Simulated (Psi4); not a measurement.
# SiNH4F (SMILES N[SiH2]F) at 4 levels

Wanted: a comparison of 4 runs (HF/STO-3G, HF/def2-SVP, B3LYP/6-31G*, PBE0-D4/cc-pVQZ) of SiNH4F. 

The results are computed with Psi4 1.11.

## Step 1: The structure to begin with

SiNH4F has 7 atoms, charge 0, and is taken as a singlet. As SMILES, `N[SiH2]F`. The shape is that of a PBE0-D4/def2-TZVP optimisation. This is one conformer, not always the lowest.

Bond lengths: N1–Si2 1.696 Å, Si2–F3 1.605 Å, N1–H4 1.006 Å, N1–H5 1.006 Å, Si2–H6 1.479 Å, Si2–H7 1.479 Å. Angles: N1–Si2–F3 114.6°, N1–Si2–H6 108.3°, N1–Si2–H7 108.3°, F3–Si2–H6 105.8°, F3–Si2–H7 105.8°, Si2–N1–H4 122.0°, Si2–N1–H5 122.0°, H6–Si2–H7 114.0°, H4–N1–H5 111.8°.

## Step 2: A single-point energy at HF/STO-3G (run 1)

File job.py:

```python
import psi4

psi4.set_memory(1600000000)
psi4.set_num_threads(1)
psi4.set_output_file('run.log', False)

geom = psi4.geometry("""
0 1
N     -0.761500     0.339000    -0.625200
Si     0.531100    -0.115700     0.373400
F      0.515100    -1.653900     0.829800
H     -0.786600     0.105100    -1.603600
H     -1.682200     0.513500    -0.258400
H      0.455900     0.676200     1.620700
H      1.789400     0.068000    -0.382300
symmetry c1
""")

psi4.set_options({
    'reference': 'rhf',
    'puream': True,
    'e_convergence': 1e-09,
    'd_convergence': 1e-08,
    'scf_type': 'pk',
})

e, wfn = psi4.energy('hf/STO-3G', return_wfn=True)
psi4.oeprop(wfn, 'MAYER_INDICES', 'QUADRUPOLE', 'LOWDIN_CHARGES', title='HF')
print('E =', round(e, 9))
```

On the command line:

```sh
$ python job.py
```

run.log:

```text
[...]
  Running in c1 symmetry.
[...]
  Nuclear repulsion =  118.587946664010346
[...]
  Multiplicity = 1
[...]
  Nalpha       = 17
  Nbeta        = 17
[...]
    Number of basis functions: 23
[...]
   @RHF iter   1:  -439.67299833953774   -2.04111e+00   1.09624e-02 ADIIS/DIIS
[...]
   @RHF iter  10:  -439.73137049328847   -1.13687e-13   3.68591e-09 DIIS
[...]
  @RHF Final Energy:  -439.73137049328847
   => Energetics <=
    Nuclear Repulsion Energy =            118.5879466640103459
    One-Electron Energy =                -849.6334476334524197
    Two-Electron Energy =                 291.3141304761535935
    Total Energy =                       -439.7313704932884662
[...]
 Multipole Moments:
 ------------------------------------------------------------------------------------
     Multipole            Electronic (a.u.)      Nuclear  (a.u.)        Total (a.u.)
 ------------------------------------------------------------------------------------
 L = 1.  Multiply by 2.5417464519 to convert [e a0] to [Debye]
 Dipole X            :          1.0784046           -1.2795139           -0.2011093
 Dipole Y            :         -3.8630812            4.0745897            0.2115086
 Dipole Z            :          1.8906339           -2.0888265           -0.1981926
 Magnitude           :                                                    0.3527905
 L = 2.  Multiply by 1.3450342976 to convert [e a0^2] to [Debye ang]
 Quadrupole XX       :        -72.8610606           57.2035148          -15.6575457
 Quadrupole XY       :         30.3790434          -30.1627963            0.2162471
[...]
```

Standard output:

```text
E = -439.731370493
```

Run time: 2.3 s. Hardware: 1 thread of Intel Xeon 6975P-C (Granite Rapids), shared host; peak memory 0.18 GiB.

## Step 3: Energy and forces at HF/def2-SVP (run 2)

File job.json:

```json
{
 "schema_name": "qcschema_input",
 "schema_version": 1,
 "molecule": {
  "schema_name": "qcschema_molecule",
  "schema_version": 2,
  "symbols": ["N", "Si", "F", "H", "H", "H", "H"],
  "geometry": [-1.43902644, 0.64061716, -1.18145677, 1.00363354, -0.21864131, 0.70562373, 0.97339793, -3.12541804, 1.56809474, -1.48645857, 0.19861022, -3.03036481, -3.17889729, 0.97037436, -0.48830523, 0.86152614, 1.27783281, 3.06267913, 3.38147593, 0.12850138, -0.7224423],
  "molecular_charge": 0,
  "molecular_multiplicity": 1,
  "fix_symmetry": "c1"
 },
 "driver": "gradient",
 "model": {
  "method": "scf",
  "basis": "def2-SVP"
 },
 "keywords": {
  "reference": "rhf",
  "puream": true,
  "e_convergence": 1e-09,
  "d_convergence": 1e-08,
  "scf_type": "pk"
 }
}
```

On the command line:

```sh
$ psi4 --qcschema job.json -n 1 --memory 1600MB
```

stdout:

```text
[...]
  Running in c1 symmetry.
[...]
  Nuclear repulsion =  118.587946701945725
[...]
  Multiplicity = 1
[...]
  Nalpha       = 17
  Nbeta        = 17
[...]
    Number of basis functions: 66
[...]
   @RHF iter   1:  -444.92742119790381   -6.69356e-01   6.95045e-03 DIIS/ADIIS
[...]
   @RHF iter  11:  -445.02398725857040   -1.47793e-12   2.65881e-09 DIIS
[...]
    Orbital Energies [Eh]
    ---------------------
    Doubly Occupied:
       1A    -68.802213     2A    -26.258866     3A    -15.548839
       4A     -6.165429     5A     -4.277503     6A     -4.276314
       7A     -4.275825     8A     -1.542174     9A     -1.135612
      10A     -0.758592    11A     -0.678244    12A     -0.655320
      13A     -0.648496    14A     -0.647082    15A     -0.533633
      16A     -0.476308    17A     -0.432513
[...]
  @RHF Final Energy:  -445.02398725857040
   => Energetics <=
    Nuclear Repulsion Energy =            118.5879467019457252
    One-Electron Energy =                -852.9979419380570107
    Two-Electron Energy =                 289.3860079775408849
    Total Energy =                       -445.0239872585704006
[...]
  -Total Gradient:
     Atom            X                  Y                   Z
    ------   -----------------  -----------------  -----------------
       1        0.007857975772     0.001017059945     0.004888776524
       2       -0.005907288659    -0.011102455931    -0.000614720454
       3        0.001000275786     0.008141197117    -0.001805428364
       4        0.000578012929    -0.001337947196    -0.004745015656
       5       -0.004256754013     0.000857474586     0.002478454280
       6       -0.001159504757     0.001919057213     0.002203653251
       7        0.001887282945     0.000505614265    -0.002405719581
[...]
```

The result, in JSON:

```text
{
 "driver": "gradient",
 "model": {
  "method": "scf",
  "basis": "def2-SVP"
 },
 "success": true,
 "return_result": [0.007857975771821651, 0.0010170599447839879, 0.0048887765239091635, -0.0059072886593682095, -0.01110245593095531, -0.0006147204540757623, 0.0010002757857138645, 0.008141197116965204, -0.0018054283640818597, 0.0005780129287609216, -0.001337947195888492, -0.004745015655852836, -0.004256754012518349, 0.0008574745855199628, 0.002478454279991993, -0.0011595047574591375, 0.0019190572129755973, 0.0022036532509284446, 0.001887282945030544, 0.0005056142652577582, -0.002405719581119528],
 "properties": {
  "calcinfo_nbasis": 66,
  "calcinfo_nmo": 66,
  "calcinfo_nalpha": 17,
  "calcinfo_nbeta": 17,
  "calcinfo_natom": 7,
  "nuclear_repulsion_energy": 118.58794670194573,
  "return_energy": -445.0239872585704,
  "return_gradient": [0.007857975771821651, 0.0010170599447839879, 0.0048887765239091635, -0.0059072886593682095, -0.01110245593095531, -0.0006147204540757623, 0.0010002757857138645, 0.008141197116965204, -0.0018054283640818597, 0.0005780129287609216, -0.001337947195888492, -0.004745015655852836, -0.004256754012518349, 0.0008574745855199628, 0.002478454279991993, -0.0011595047574591375, 0.0019190572129755973, 0.0022036532509284446, 0.001887282945030544, 0.0005056142652577582, -0.002405719581119528],
  "scf_one_electron_energy": -852.997941938057,
  "scf_two_electron_energy": 289.3860079775409,
  "scf_dipole_moment": [-0.4843690166985859, 0.48574477689170514, -0.47008538299442915],
  "scf_total_energy": -445.0239872585704,
  "scf_total_gradient": [0.007857975771821651, 0.0010170599447839879, 0.0048887765239091635, -0.0059072886593682095, -0.01110245593095531, -0.0006147204540757623, 0.0010002757857138645, 0.008141197116965204, -0.0018054283640818597, 0.0005780129287609216, -0.001337947195888492, -0.004745015655852836, -0.004256754012518349, 0.0008574745855199628, 0.002478454279991993, -0.0011595047574591375, 0.0019190572129755973, 0.0022036532509284446, 0.001887282945030544, 0.0005056142652577582, -0.002405719581119528],
  "scf_iterations": 11
 }
}
```

It took 2.9 s on 1 thread of Intel Xeon 6975P-C (Granite Rapids), shared host; peak memory 0.22 GiB.

Run 3 isn't shown in full; the table further down has it.

## Step 4: The energy at PBE0-D4/cc-pVQZ (density fitting) (run 4)

File input.inp:

```
memory 1.6 GB

molecule {
  0 1
  N     -0.761500     0.339000    -0.625200
  Si     0.531100    -0.115700     0.373400
  F      0.515100    -1.653900     0.829800
  H     -0.786600     0.105100    -1.603600
  H     -1.682200     0.513500    -0.258400
  H      0.455900     0.676200     1.620700
  H      1.789400     0.068000    -0.382300
}

set {
  basis cc-pVQZ
  scf_type df
  dft_nuclear_scheme treutler
}

E, wfn = energy('pbe0-d4', return_wfn=True)
```

On the command line:

```sh
$ psi4 input.inp input.out -n 1
```

input.out:

```text
[...]
  Running in c1 symmetry.
[...]
  Nuclear repulsion =  118.587946664010346
[...]
  Multiplicity = 1
[...]
  Nalpha       = 17
  Nbeta        = 17
[...]
    Number of basis functions: 289
[...]
   @DF-RKS iter   1:  -446.12112431867877   -2.87856e-01   2.96926e-03 ADIIS/DIIS
[...]
   @DF-RKS iter   8:  -446.39837710122055   -3.90576e-08   2.16471e-07 DIIS
[...]
  @DF-RKS Final Energy:  -446.39837710122055
   => Energetics <=
    Nuclear Repulsion Energy =            118.5879466640103459
    One-Electron Energy =                -853.7632028425423414
    Two-Electron Energy =                 318.7515206826134317
    DFT Exchange-Correlation Energy =     -29.9717932993359639
    Empirical Dispersion Energy =          -0.0028483059660421
    VV10 Nonlocal Energy =                  0.0000000000000000
    Total Energy =                       -446.3983771012205466
[...]
 Multipole Moments:
 ------------------------------------------------------------------------------------
     Multipole            Electronic (a.u.)      Nuclear  (a.u.)        Total (a.u.)
 ------------------------------------------------------------------------------------
 L = 1.  Multiply by 2.5417464519 to convert [e a0] to [Debye]
 Dipole X            :          0.8119826           -1.2795139           -0.4675312
 Dipole Y            :         -3.6507260            4.0745897            0.4238637
 Dipole Z            :          1.6487654           -2.0888265           -0.4400611
 Magnitude           :                                                    0.7693501
[...]
```

It took 22 s on 1 thread of Intel Xeon 6975P-C (Granite Rapids), shared host; peak memory 1.1 GiB.

## Step 5: Overview of the runs

```tsv
run	level	task	Cartesian functions	energy (Eh)	dipole moment (D)	HOMO energy (eV)	LUMO energy (eV)	wall time
1	HF/STO-3G	energy	no	-439.731370	0.90	-8.61	13.60	2.3 s
2	HF/def2-SVP	gradient	no	-445.023987	2.11	-11.77	4.44	2.9 s
3	B3LYP/6-31G* (Cartesian functions)	gradient	yes	-446.572952	2.04	-7.51	1.17	9.6 s
4	PBE0-D4/cc-pVQZ (density fitting)	energy	no	-446.398377	1.96	-8.16	0.39	22 s
```

## Step 6: What came out

```
                quantity          value
     run 4: total energy  -446.39838 Eh
    run 4: dipole moment         1.96 D
      run 4: HOMO energy       -8.16 eV
      run 4: LUMO energy        0.39 eV
    run 4: HOMO–LUMO gap        8.56 eV
run 4: dispersion energy   -7.48 kJ/mol
```

The dipole moment (its size) runs from 0.90 D (HF/STO-3G) to 2.11 D (HF/def2-SVP). The HOMO–LUMO gap runs from 8.56 eV (PBE0-D4/cc-pVQZ) to 22.21 eV (HF/STO-3G). The two ends differ in method and basis. Totals of different functionals can't be ranked against each other. In run 1 the basis is minimal, so the values are rough. All runs together took 37 s, the longest 22 s.
